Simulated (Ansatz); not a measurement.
A made-up structure of CH5AlMg, closed shell:

C1  (-1.034, 1.001, -0.532)
Al2  (1.122, -2.154, 1.233)
Mg3  (0.714, 0.177, -0.165)
H4  (-1.057, 2.020, -0.128)
H5  (-1.889, 0.458, -0.126)
H6  (-1.178, 1.100, -1.615)
H7  (2.033, 1.068, -0.818)
H8  (1.347, -3.443, 2.007)
(Å)

It is relaxed with PBE-D4/def2-SVP and then PBE0-D4/def2-TZVP (Ansatz 0.2.0). Atoms count as bonded within 1.22 times the sum of their covalent radii (H–H: 0.88 Å). The end point is not checked to be a true minimum.

(1) Does its bonding change? (A judgement: the text doesn't fix the answer.)

## Answers

(1) By the calculation: Yes. Formed: Al2–H7; broken: none.

Where it ends: The first stage lowers the energy by 1.27 eV in 23 steps. It ends as CH₅AlMg ([CH3][Mg]1[H][AlH]1):
| atom | x (Å) | y (Å) | z (Å) |
| --- | --- | --- | --- |
| C1 | -1.2796 | 1.2654 | -0.6759 |
| Al2 | 1.3161 | -2.1329 | 1.1957 |
| Mg3 | -0.0885 | -0.2259 | 0.1418 |
| H4 | -1.0218 | 2.2462 | -0.2642 |
| H5 | -2.3417 | 1.0943 | -0.4803 |
| H6 | -1.1493 | 1.3249 | -1.7610 |
| H7 | 1.8210 | -0.6572 | 0.2695 |
| H8 | 2.8007 | -2.6883 | 1.4307 |

Labels in which every atom is bracketed show which atoms are joined, not bond orders.

For scale, one of the runs: PBE0-D4/def2-TZVP relaxation, 130 basis functions, launched by `ansatz run in.yaml --threads 2 --pin off --events-out ev --progress --plain --max-ram 4352MiB`. Hardware: 2 CPU threads of an Arm Neoverse V1, shared host. Wall time about 19 s.
